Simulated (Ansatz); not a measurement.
Run this with Ansatz 0.2.0, Python API and show what comes out.

`relaxed_scan_h4s2si.py`
```python
"""Relaxed scan of one distance in H4S2Si."""

from dataclasses import dataclass

import ansatz
import numpy as np


@dataclass
class Settings:
    basis_set: str = "def2-SVP"
    xc: str = "HF"


opts = Settings()


def main() -> None:
    geometry_ang = [
        ("S", (-1.2463, -0.978, -0.7148)),
        ("Si", (0.0313, 0.445, 0.2167)),
        ("S", (1.5575, -0.668, 1.1469)),
        ("H", (-2.0875, -0.0069, -1.182)),
        ("H", (0.6208, 1.3211, -0.8396)),
        ("H", (-0.7104, 1.2599, 1.2196)),
        ("H", (1.8958, -1.4411, 0.1074)),
    ]
    mol = ansatz.Crystal.molecule()
    for symbol, xyz in geometry_ang:
        mol = mol.atom(symbol, xyz)

    calculation = (
        mol.calculation()
        .basis(gaussian=opts.basis_set)
        .functional(opts.xc)
    )
    symbols = [site.symbol for site in mol.cartesian_sites]
    pairs = [(0, 1), (0, 3), (1, 2), (1, 4), (1, 5), (2, 6)]
    print("held (A)   E (eV)        ", "  ".join(f"{symbols[i]}{i}-{symbols[j]}{j}" for i, j in pairs))
    for length in [1.37, 1.49, 1.61, 1.79, 2.02]:
        data = calculation.relax(constraints=[ansatz.DistanceConstraint((1, 4), at=length)], force_tolerance=0.02, max_steps=60).run(threads=1, pin="off").report
        xyz = np.array(data["positions_ang"])
        print(f"{length:6.2f} {data['free_energy_ev']:14.5f}  ", "  ".join(f"{np.linalg.norm(xyz[i] - xyz[j]):.3f}" for i, j in pairs))


if __name__ == "__main__":
    main()
```

`python relaxed_scan_h4s2si.py` gives:
```text
held (A)   E (eV)         S0-Si1  S0-H3  Si1-S2  Si1-H4  Si1-H5  S2-H6
DeckWarning: relax.constraints: the input's atoms, or those drawn, lie off the distances that are held; a relaxation that starts there is brought onto them ahead of its first SCF, by positions alone, [...]
  1.37   -29552.38870   2.157  1.337  2.147  1.370  1.475  1.336
  1.49   -29552.51792   2.155  1.337  2.145  1.490  1.474  1.336
  1.61   -29552.37359   2.152  1.337  2.142  1.610  1.472  1.337
  1.79   -29551.88472   2.147  1.336  2.138  1.790  1.470  1.336
  2.02   -29551.06896   2.141  1.337  2.131  2.020  1.468  1.336
```
(Warnings from the package without file and line, shortened, repeats left out.)

Notes:
- Total energies depend on the basis set; only differences at equal settings carry meaning.
- The energies are electronic: no zero-point or thermal terms, and the basis set is short of its limit.
- It ran for 49 s on 1 thread of Arm Neoverse V2, on a shared host, peak memory 0.2 GiB.
